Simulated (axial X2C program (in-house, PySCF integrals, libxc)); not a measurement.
**SiP along the bond: PBE0, 2c**

Computed with an in-house all-electron X2C program for linear molecules (integrals from PySCF). Two-component (2c) means X2C with spin–orbit coupling and atomic mean-field two-electron Coulomb and Gaunt terms. Basis: P dyall-v3z [8s7p2d1f], Si dyall-v3z [8s7p2d1f] (cores contracted in-house); Gaussian nuclei, density fitting, unrestricted open shells. Masses: P 30.974 u, Si 27.977 u.

State: Ω = 3/2 (⟨Sz⟩ = 0.50, ⟨Lz⟩ = 1.00 at PBE0). Dipoles are positive if Si is the positive end.

Results along the bond:

```csv
R (Å),μ (D),HOMO (eV),LUMO (eV)
1.812,0.293,-6.85,-5.37
1.895,0.497,-6.92,-5.16
1.958,0.654,-6.95,-5.02
2.021,0.812,-6.90,-4.89
2.083,0.970,-6.74,-4.77
2.156,1.150,-6.57,-4.64
2.229,1.320,-6.41,-4.52
2.322,1.499,-6.22,-4.40
2.437,1.577,-6.06,-4.28
2.604,1.605,-5.97,-4.16
```

The state is one determinant whose occupation by symmetry is held fixed; it was picked as the lowest of a PBE0 search that is not exhaustive. Density functionals use the spin component along the axis (collinear). Other states lie close and PBE0, whose exact exchange favours high spin, may order them wrongly; the determinant shown need not be the ground state. The nearest other 2c determinant of the search, Ω = 1/2, lies 0.02 eV up at the distance of the search. The functionals have no current-density term, which raises determinants with orbital currents, atoms included. The determinant is spin-polarised beyond a pure state at some levels (its spin-free form has ⟨S²⟩ too high), which makes Re and μ there less reliable.
